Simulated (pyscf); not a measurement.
This saddle point was located with ωB97X-D3(BJ)/def2-SVP in PySCF.

```xyz
9

Cl     1.4084     1.6472    -1.6804
C      0.0685     0.5720    -0.0732
Cl     0.9038     1.4240     1.2113
Cl    -1.3722     1.2652    -0.7924
Cl     0.6529    -0.9902    -0.6131
C     -1.1368    -0.3955     1.3727
H     -1.7688    -1.0140     0.7297
H     -0.3743    -0.9167     1.9576
H     -1.6151     0.4654     1.8476
```
Charge 0, spin multiplicity 2.

Surface: doublet, charge 0. Lowest wavenumbers (cm⁻¹): 1107i, 135, 154, 154, 263.

### Question
Name the species on either side of this saddle.

### Answer
Cl–C(Cl)(Cl)–Cl + CH₃• <-> Cl• + H₃C–C(Cl)(Cl)–Cl, a substitution at C read from left to right: C–Cl broken and C–C formed. At ωB97M-D3(BJ)/def2-TZVP it lies +2.33 eV from the left side and +3.30 eV from the right (each side as separated species at their lowest minima found). One saddle was located; it need not be the lowest between these sides. The angle at the attacked C is 180°. An unrestricted DFT solution here is markedly spin-contaminated. Left out: the spin-orbit lowering of Cl.
